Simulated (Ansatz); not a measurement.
Elements on the sites of an ideal fcc lattice, at a guessed lattice constant:

```xyz
16
Lattice="-3.9780 3.9780 -3.9780 3.9780 3.9780 3.9780 3.9780 -3.9780 -3.9780" Properties=species:S:1:pos:R:3 pbc="T T T"
Si    3.9780   -1.9890   -1.9890
Si    1.9890    0.0000   -1.9890
Si   -1.9890    1.9890   -3.9780
Si    0.0000    1.9890   -1.9890
Si    1.9890    3.9780   -1.9890
Si    0.0000    0.0000    0.0000
Si    1.9890    1.9890    0.0000
Si    0.0000    3.9780    0.0000
Ti    3.9780    0.0000    0.0000
Ti   -1.9890    3.9780   -1.9890
Cu    0.0000    0.0000   -3.9780
Cu    1.9890    1.9890   -3.9780
Cu    3.9780    1.9890   -1.9890
Ga    1.9890   -1.9890   -3.9780
Ga    3.9780    1.9890    1.9890
Ga    1.9890    3.9780    1.9890
```

Cell and atoms were relaxed without symmetry on coarser meshes and computed once more. All numbers below come from DFT PBE, scalar-relativistic, plane waves, PAW in Ansatz.

Cutoff 420 eV; k points 6×6×6 on the computed 16-atom cell (Γ-centred); Gaussian smearing, width 0.10 eV; no spin polarisation.

The relaxation ran on 3×3×3 k points with a smearing of 0.1 eV, from sites shaken by 0.02 Å.

What does the relaxation give?

A volume of 15.29 Å³/atom and no gap on the mesh. It lies 0.02 eV/atom below the elements' standard states (static lattices, no corrections for gases). The atoms leave their sites by 1.01 Å (root mean square) and 1.71 Å at most, and the cell stretches by up to 30.0 % at fixed volume, so the lattice hasn't survived.

```
Si Ti Cu Ga
1.0
    -2.67865    4.70695   -3.51875
     3.58277    5.06470    2.97238
     3.47731   -4.16058   -3.77104
Si Ti Cu Ga
8 2 3 3
Direct
  0.06203 0.33401 0.88347
  0.17532 0.20483 0.30589
  0.83445 0.12119 0.37374
  0.54637 0.35097 0.29383
  0.91043 0.95043 0.63925
  0.88054 0.81653 0.99023
  0.22065 0.56222 0.31599
  0.37205 0.35599 0.76562
  0.02201 0.54973 0.58825
  0.74638 0.18465 0.98774
  0.50563 0.05968 0.48619
  0.71153 0.44289 0.72852
  0.60356 0.73856 0.58938
  0.34591 0.94603 0.79373
  0.75133 0.62663 0.18907
  0.30253 0.77052 0.07930
```

The final mesh leaves forces up to 0.09 eV/Å and stresses up to 0.4 GPa: the relaxation ran on a coarser mesh, so the cell's shape, its bonds and its energy belong partly to that mesh.

Cost: 2 runs of about 19 core-minutes in all (earlier runs that led there not counted), on AMD EPYC 9R45 (Zen 5) (shared hosts).